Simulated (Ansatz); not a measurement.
Total energies of C₅H₁₀, SMILES `C/C=C/CC`.

```xyz
15

C    -1.731    1.037   -1.396
C    -0.582    0.371   -0.717
C    -0.479    0.193    0.594
C     0.649   -0.468    1.318
C     1.785   -0.971    0.448
H    -2.215    0.362   -2.109
H    -1.401    1.910   -1.967
H    -2.483    1.366   -0.677
H     0.215    0.014   -1.365
H    -1.289    0.557    1.227
H     1.042    0.237    2.063
H     0.243   -1.300    1.908
H     2.247   -0.155   -0.114
H     1.436   -1.715   -0.272
H     2.562   -1.437    1.058
```

The species carries charge 0 and has multiplicity 1. The geometry is a stationary point of PBE0-D4/def2-TZVP. It is one conformer, not always the lowest. Basis def2-TZVPP, the Gaussian-basis code of Ansatz.

RPA on PBE orbitals: Hartree–Fock energy of these orbitals -195.17324 Eh, correlation -1.44721 Eh (frozen core).

```csv
functional,energy without D4 (Eh),D4 term (kJ/mol)
LDA (SPW92),-194.72878,–
PBE,-196.32411,-25.3
r2SCAN,-196.47975,-6.7
PBE0,-196.36014,-21.2
B3LYP,-196.62119,-40.1
r2SCANh,-196.47333,-6.9
r2SCAN0,-196.46464,-7.6
HSE06 (plane-wave form),-196.34748,-19.5
BHLYP,-196.48021,-27.3
CAM-B3LYP,-196.48981,-21.0
LC-ωPBE,-196.48167,–
ωB97M-V,-196.49108,–
B2PLYP,-196.41576,–
PBE-QIDH,-196.33263,–
```

Problem. Give the same for revPBE, BLYP, B97M-V, ωB97X-V. (Best estimate.)

Solution. The calculation gave: 
```tsv
functional	energy without D4 (Eh)	D4 term (kJ/mol)
revPBE	-196.54516	-89.2
BLYP	-196.49197	-56.7
B97M-V	-196.61512	–
ωB97X-V	-196.55080	–
```

B3LYP takes the VWN-RPA correlation (the form of Gaussian; ORCA's B3LYP/G). HSE06 is the plane-wave form, built on full-range PBE exchange. The double hybrids freeze the cores in their second-order part.

LC-ωPBE has ω = 0.4 bohr⁻¹.
